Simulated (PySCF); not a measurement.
A TDDFT job was run through a driver script with this input:

```
{"job": {"kind": "uv", "xc": "wB97X-D", "basis": "def2-SVPD", "nstates": 8, "ntriplets": 3}, "charge": 0, "multiplicity": 1}
O      2.474042    -0.006267    -0.021244
C      1.288397    -0.002868    -0.012312
O      0.499202     1.100375    -0.007865
C     -0.796362     0.670945     0.002039
C     -0.800526    -0.663621     0.003616
O      0.492365    -1.101192    -0.005855
H     -1.569708     1.409025     0.007095
H     -1.578353    -1.396985     0.009962
```

The program printed:

```
coarse grid: 7760 points
cycle   1  E = -340.5652067127  dE =  1.624e+00  |g| = 9.954e-01  |ddm| = 4.114e+00
cycle   2  E = -340.4401617855  dE =  1.250e-01  |g| = 1.355e+00  |ddm| = 2.452e+00
cycle   3  E = -340.7580725938  dE = -3.179e-01  |g| = 1.539e-01  |ddm| = 1.425e+00
cycle   4  E = -340.7616798840  dE = -3.607e-03  |g| = 6.627e-02  |ddm| = 2.154e-01
cycle   5  E = -340.7624689072  dE = -7.890e-04  |g| = 7.259e-03  |ddm| = 7.082e-02
cycle   6  E = -340.7624846356  dE = -1.573e-05  |g| = 2.112e-03  |ddm| = 1.874e-02
cycle   7  E = -340.7624860084  dE = -1.373e-06  |g| = 7.727e-04  |ddm| = 5.092e-03
final grid: 77992 points
cycle   8  E = -340.8265198317  dE = -5.630e-05  |g| = 2.938e-03  |ddm| = 1.160e-01
cycle   9  E = -340.8265210293  dE = -1.198e-06  |g| = 2.203e-03  |ddm| = 1.445e-02
cycle  10  E = -340.8265218856  dE = -8.563e-07  |g| = 7.274e-04  |ddm| = 2.899e-03
cycle  11  E = -340.8265219708  dE = -8.518e-08  |g| = 2.922e-04  |ddm| = 1.171e-03
cycle  12  E = -340.8265219874  dE = -1.661e-08  |g| = 6.597e-05  |ddm| = 3.681e-04
cycle  13  E = -340.8265219883  dE = -8.905e-10  |g| = 1.965e-05  |ddm| = 1.435e-04
converged SCF energy = -340.8265219883

Static polarisability (au): isotropic 42.017, principal 28.825 43.457 53.768

Singlet excitations
state   eV       nm        f      main configurations
  1   6.8245    181.7   0.13917   H->L 0.96
  2   6.9300    178.9   0.02633   H->L+1 0.87
  3   7.1884    172.5   0.00000   H-1->L+2 0.99
  4   7.2631    170.7   0.17254   H->L+2 0.98
  5   7.5641    163.9   0.01250   H->L+3 0.84
  6   8.2883    149.6   0.00000   H->L+4 0.97
  7   8.4197    147.3   0.00009   H-1->L 0.93
  8   8.5593    144.9   0.01145   H->L+5 0.71, H->L+11 0.09

Triplet excitations (Tamm-Dancoff, eV): 4.3298 5.8509 6.7636
```

Theory: TDDFT wB97X-D/def2-SVPD, vertical, gas phase, core orbitals frozen in the response (PySCF). Isolated species at its GFN2-xTB geometry, gas phase.

Problem. Give the mean polarisability in Å³.

Solution. 42.02 au × 0.148185 = 6.23 Å³.

Problem. Which orbital energies lie behind H and L?

Solution. HOMO -9.38 eV and LUMO 1.57 eV, a gap of 10.95 eV; state 1 differs from that by -4.13 eV.

Problem. How much of the mean polarisability do the listed states account for?

Solution. The sum over states Σ f/ΔE² (ΔE in hartree) gives 5.32 au, 13% of the total; the rest comes from higher roots of the same response equations.

Problem. What is the total energy of state 3 at this geometry?

Solution. -340.82652 + 0.26417 = -340.56235 hartree.

Problem. What share of the summed oscillator strength falls to the strongest level in this window?

Solution. State 4 at 171 nm: 0.1725 of 0.3621, or 48%.

Problem. Write the structure that the coordinates describe.

Solution. `O=c1occo1` (vinylene carbonate) (C3H2O3), point group C2v.

The SCF starts on a coarse grid; the energy jumps when the final grid takes over, and dE counts afresh there. H and L stand for HOMO and LUMO.

The pairwise dispersion term of wB97X-D wasn't added to the energies; at a given geometry it leaves orbitals and properties as they are.
